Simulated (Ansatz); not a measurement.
bcc Fe, treated with PBEsol (Ansatz, a quantum-chemistry and plane-wave program, PAW).

Settings: plane-wave cutoff 520 eV, 26×26×26 k mesh, Fermi–Dirac smearing 0.05 eV, spin-polarised with parallel moments, scalar-relativistic PAW data made under PBE.

Cell (relaxed at this level):

```
Fe
1.0
   -1.39379     1.39379     1.39379
    1.39379    -1.39379     1.39379
    1.39379     1.39379    -1.39379
Fe
1
Cartesian
  0.00000   0.00000   0.00000
```
Starting moments (μB, in the order of the record's atoms Fe): 2.5.

Task: Estimate the bulk modulus and magnetic moment per atom (the cell's total over its atoms) that the calculation returns.

Result: 
bulk modulus: 224 GPa
magnetic moment per atom (the cell's total over its atoms): 2.10 μB

The run finds no gap.

Measured, for comparison: bulk modulus 174 GPa (corrected for temperature and zero-point phonon effects, our sources range from 170 to 175; as tabulated in Levämäki et al. (2014), arXiv:1402.3671). Computed (rounded) less measured: bulk modulus +29 % (+28 % to +32 % over the range).

Moments are spin moments.

Static lattice: no zero-point or thermal effects.

Computing time: very roughly 2.6 core-minutes.
